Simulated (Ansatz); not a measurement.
The input, for Ansatz 0.2.0:

```yaml
crystal:
  periodic: [false, false, false]
  atoms:
    - {symbol: H, position_ang: [-1.846891, 0.059434, 0.000000]}
    - {symbol: H, position_ang: [-1.000891, 0.059434, 0.000000]}
    - {symbol: N, position_ang: [0.173109, 0.059434, 0.000000]}
    - {symbol: H, position_ang: [0.442191, -0.944792, 0.000000]}
basis:
  gaussian: {orbitals: cc-pVDZ}
magnetization: {spin_polarized: false, initial_magnetization: 2}
correlation: {method: ccsdtq, electrons: outside_noble_gas}
```

```sh
$ ansatz run in.yaml --threads 2 --pin off --events-out ev --progress --plain --max-ram 34560MiB --backend cuda --devices 0, --max-vram 37GiB
```

The program prints:

```
495 factors; integrals over basis functions are off by at most 2.5e-7 eV
mean field evaluation 1: about -1523.9436 eV, gradient 1.1e1 eV
mean field evaluation 2: about -1523.9437 eV, gradient 1.1e1 eV
mean field evaluation 4: about -1524.4086 eV, gradient 1.8e0 eV
mean field evaluation 8: about -1524.4232 eV, gradient 6.6e-3 eV
mean field evaluation 16: about -1524.4219 eV, gradient 1.8e-1 eV
mean field evaluation 32: about -1521.4535 eV, gradient 2.2e0 eV
mean field -1524.42317702 eV, -56.0215184643 hartree, gradient 5.7e-6 eV, S^2 2.000000; 1 other end points of the search recorded, 0 dependent functions left out
determinant -1524.42317702 eV, -56.0215184643 hartree, with singles and doubles -1529.59972569 eV, -56.2117531192 hartree
determinant -1521.48711420 eV, -55.9136201457 hartree, with singles and doubles -1526.61000412 eV, -56.1018828781 hartree
1 core orbitals not correlated: weight in the atoms' cores, before any rotation towards them, 1.000 or more for the frozen orbitals, at most 0.000 for the correlated occupied ones
reference -1524.42317702 eV, -56.0215184643 hartree; 5, 3 occupied and 23, 25 virtual orbitals, 495 factors
second order -4.30764261 eV of doubles, -0.22674002 eV of singles
cycle   1  -4.98821155 eV  change   -4.5e-1 eV  update   5.3e-2
cycle   2  -5.25486137 eV  change   -2.7e-1 eV  update   2.1e-2
cycle   3  -5.29445778 eV  change   -4.0e-2 eV  update   9.6e-3
cycle   4  -5.29150450 eV  change    3.0e-3 eV  update   4.0e-3
cycle   5  -5.29182873 eV  change   -3.2e-4 eV  update   1.7e-3
cycle   6  -5.29197838 eV  change   -1.5e-4 eV  update   7.6e-4
cycle   7  -5.29164236 eV  change    3.4e-4 eV  update   3.0e-4
cycle   8  -5.29179777 eV  change   -1.6e-4 eV  update   1.7e-4
cycle   9  -5.29193131 eV  change   -1.3e-4 eV  update   7.8e-5
cycle  10  -5.29185106 eV  change    8.0e-5 eV  update   3.6e-5
cycle  11  -5.29187625 eV  change   -2.5e-5 eV  update   1.6e-5
cycle  12  -5.29188157 eV  change   -5.3e-6 eV  update   7.1e-6
cycle  13  -5.29188623 eV  change   -4.7e-6 eV  update   3.3e-6
cycle  14  -5.29188800 eV  change   -1.8e-6 eV  update   1.4e-6
cycle  15  -5.29188816 eV  change   -1.5e-7 eV  update   6.4e-7
Total energy: -1529.71506517 eV, -56.2159917670 hartree
```

For the same geometry and basis full CI lies 0.0 meV higher.

Ran on 2 threads of AMD EPYC 7R13 with a shared H100 80 GB, shared host: 22 s wall, 0.86 GiB peak host memory.
